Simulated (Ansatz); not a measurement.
Species: C2H8N (charge +1, singlet). It need not be the lowest isomer of its formula. SMILES: C[NH2+]C
Geometry: optimised at B3LYP-D3(BJ)/def2-TZVP (Ansatz, a quantum-chemistry and plane-wave program).

Parts of the frozen-core correlation energy in cc-pVDZ (Ansatz, hartree). Frozen orbitals: 3; correlated occupied orbitals by spin: 10 and 10; virtual: 69 and 69. Spin-orbit coupling is left out. No relativistic terms.

```tsv
term	value
reference (HF)	-134.62809
MP2 opposite-spin	-0.36136
MP2 same-spin	-0.10180
CCSD correlation	-0.51021
(T)	-0.01289
T1 diagnostic	0.007
largest doubles amplitude	0.026
```
